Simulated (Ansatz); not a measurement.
Geometry optimisation, RKS BLYP/def2-SVP (Ansatz).

input.yaml

```yaml
crystal:
  periodic: [false, false, false]
  atoms:
    - { symbol: O, position_ang: [-1.6354, -0.0435, 1.3982] }
    - { symbol: C, position_ang: [-1.5949, -0.2792, 0.2012] }
    - { symbol: O, position_ang: [-0.5141, -0.1648, -0.5789] }
    - { symbol: C, position_ang: [0.7161, 0.3582, 0.144] }
    - { symbol: S, position_ang: [2.0745, 0.4785, -0.9729] }
    - { symbol: H, position_ang: [-2.4178, -0.6498, -0.4139] }
    - { symbol: H, position_ang: [0.444, 1.3456, 0.5476] }
    - { symbol: H, position_ang: [0.9453, -0.3121, 0.9602] }
    - { symbol: H, position_ang: [2.0708, -0.7793, -1.3027] }
basis:
  gaussian: { orbitals: def2-SVP }
hamiltonian:
  xc: blyp
relax:
  f_tol: 0.02
  max_steps: 50
```

Command:

```bash
$ ansatz run input.yaml --threads 2 --pin off --max-ram 3072MiB --backend cpu --events-out ev --progress --plain --runs-dir out
```

Where does it end, and by what steps?

The run converged. After 8 steps the energy has fallen by 0.182 eV; H9 moved furthest, 0.21 Å.

```json
{"step": "0", "energy less start (eV)": "0.0000", "largest force component (eV/Å)": "2.012", "accepted": "yes"}
{"step": "1", "energy less start (eV)": "-0.1129", "largest force component (eV/Å)": "1.180", "accepted": "yes"}
{"step": "2", "energy less start (eV)": "-0.1168", "largest force component (eV/Å)": "0.983", "accepted": "yes"}
{"step": "3", "energy less start (eV)": "-0.0848", "largest force component (eV/Å)": "1.084", "accepted": "no"}
{"step": "4", "energy less start (eV)": "-0.1791", "largest force component (eV/Å)": "0.185", "accepted": "yes"}
{"step": "5", "energy less start (eV)": "-0.1818", "largest force component (eV/Å)": "0.077", "accepted": "yes"}
{"step": "6", "energy less start (eV)": "-0.1820", "largest force component (eV/Å)": "0.076", "accepted": "yes"}
{"step": "7", "energy less start (eV)": "-0.1822", "largest force component (eV/Å)": "0.038", "accepted": "yes"}
{"step": "8", "energy less start (eV)": "-0.1823", "largest force component (eV/Å)": "0.012", "accepted": "yes"}
```

```xyz
9
Properties=species:S:1:pos:R:3
O -1.692 -0.018 1.416
C -1.631 -0.270 0.231
O -0.528 -0.142 -0.554
C 0.675 0.332 0.120
S 2.039 0.535 -1.070
H -2.474 -0.645 -0.402
H 0.488 1.328 0.566
H 0.938 -0.368 0.936
H 2.272 -0.797 -1.259
```

Whether the end is a true minimum wasn't checked by a vibrational analysis.

The run took 22 s on 2 threads of AMD EPYC 7R43 64-Core Processor (Zen 3) (shared host), peak memory 0.14 GiB.
